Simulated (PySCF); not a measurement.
Geometry:
```csv
atom,x (Å),y (Å),z (Å)
Si1,-0.512,0.012,-0.360
S2,-0.585,-0.027,1.782
H3,0.177,1.079,1.935
S4,1.481,0.009,-1.145
H5,1.847,-1.129,-0.514
H6,-1.112,1.247,-0.939
H7,-1.296,-1.190,-0.759
```

Theoretical values (PySCF 2.14): coordinates at the PBE0-D3(BJ)/def2-SVP level, KT2/pcSseg-1 with gauge-including orbitals. A single conformation, non-relativistic Hamiltonian, equivalent nuclei averaged, no solvent model.

References, each an isolated molecule treated in the same way: TMS for ¹H (σ = 31.18 ppm) and ²⁹Si (σ = 361.05 ppm); CS2 for ³³S (σ = 518.69 ppm).

| atoms | nucleus | count | δ (ppm) |
| --- | --- | --- | --- |
| H6/H7 | ¹H | 2 | ? |
| Si1 | ²⁹Si | 1 | -14.9 |
| H3/H5 | ¹H | 2 | ? |
| S2/S4 | ³³S | 2 | -146 |

Question: Fill in the missing shifts.

Answer: 
- H6/H7: 5.43 ppm, hydrogen on a silicon bonded to 2 S
- H3/H5: 0.61 ppm, hydrogen on a sulfur bonded to Si

OH and NH positions are those of a molecule without intermolecular hydrogen bonds; in solution they move with solvent, concentration and temperature, and exchange usually removes their couplings.
